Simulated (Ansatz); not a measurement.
# CAlN: the cost of one run

Method: def2-QZVPP, core rule «outside noble gas», up to 7 orbitals frozen; program: Ansatz 0.2.0, Gaussian basis.

The runs, in order: UHF; ROHF; CCSD(T) on UHF.

2 further runs of the same task are left out: 2 set aside as unsound or not needed.

### Step 1. What is computed

The geometry is a PBE0/def2-TZVP stationary point (not a proven minimum) of the parent state, kept for this charge and spin.

3 atoms, charge 1, spin multiplicity 4.

Atoms are counted from 1 here; the program's logs count them from 0.

Bond lengths: C1–Al2 1.902 Å, Al2–N3 1.738 Å. Angles: C1–Al2–N3 180.0°.

### Step 2. UHF

The input, in.yaml:

```yaml
crystal:
  periodic: [false, false, false]
  atoms:
    - {symbol: C, position_ang: [0.000000, 0.000000, 1.847367]}
    - {symbol: Al, position_ang: [0.000000, 0.000000, -0.054933]}
    - {symbol: N, position_ang: [0.000000, 0.000000, -1.792433]}
basis:
  gaussian: {orbitals: "def2-QZVPP.json"}
total_charge: 1
magnetization: {spin_polarized: true, initial_magnetization: 3}
hamiltonian: {xc: hf}
output: {orbitals: {seedname: orbitals}}
```

Command:

```sh
$ ansatz run in.yaml --threads 1 --pin off --events-out ev --progress --plain --max-ram 2393MiB
```

**Question.** How long does this run take on 1 thread of Arm Neoverse V2, shared host, and how much memory does it need?

About 50 s, with a peak of 0.39 GiB.
